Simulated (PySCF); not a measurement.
# Orbital picture of MgH

PBE0 at R = 1.744 Å; Mg def2-TZVP, H def2-TZVP; no relativity (PySCF 2.14). State: ²Σ⁺ (doublet), unpaired electrons σ ↑. Only the outer orbitals are listed, counted within each symmetry.

| spin | orbital | occ. | ε (eV) | on Mg (%) | main shells (%) |
| --- | --- | --- | --- | --- | --- |
| α | 1π | 1 | -51.34 | 100 | 100 Mg p |
| α | 1π | 1 | -51.34 | 100 | 100 Mg p |
| α | 3σ | 1 | -51.24 | 100 | 100 Mg p |
| α | 4σ | 1 | -8.23 | 44 | 55 H s, 38 Mg s |
| α | 5σ | 1 | -4.94 | 86 | 48 Mg s, 37 Mg p, 14 H s |
| α | 2π | 0 | -1.02 | 100 | 99 Mg p |
| α | 2π | 0 | -1.02 | 100 | 99 Mg p |
| α | 6σ | 0 | 1.26 | 100 | 45 Mg p, 40 Mg d, 14 Mg s |
| β | 1π | 1 | -51.27 | 100 | 100 Mg p |
| β | 1π | 1 | -51.27 | 100 | 100 Mg p |
| β | 3σ | 1 | -51.10 | 100 | 100 Mg p |
| β | 4σ | 1 | -7.52 | 51 | 48 H s, 40 Mg s, 10 Mg p |
| β | 5σ | 0 | -2.09 | 87 | 54 Mg s, 30 Mg p, 13 H s |
| β | 2π | 0 | -0.36 | 100 | 100 Mg p |
| β | 2π | 0 | -0.36 | 100 | 100 Mg p |

Question: Which are the highest filled and the lowest empty level, where do they sit, and how wide is the gap?

Answer: Highest filled α 5σ at -4.94 eV (in %: 48 Mg s, 37 Mg p, 14 H s); lowest empty β 5σ at -2.09 eV (in %: 54 Mg s, 30 Mg p, 13 H s); the gap at PBE0 is 2.85 eV.

The bond order (Mayer) is 0.90, the ⟨S²⟩ is 0.754 and the charge on Mg (Mulliken, basis-dependent) is 0.18. The charge on Mg (Löwdin, basis-dependent) is 0.18, the dipole moment (positive dipole means Mg(−)H(+)) is -1.30 D and the polarisability along the bond is 56.8 bohr³. The polarisability across the bond is 64.9 bohr³.

The state was picked by a PBE0 search and need not be the measured ground state.
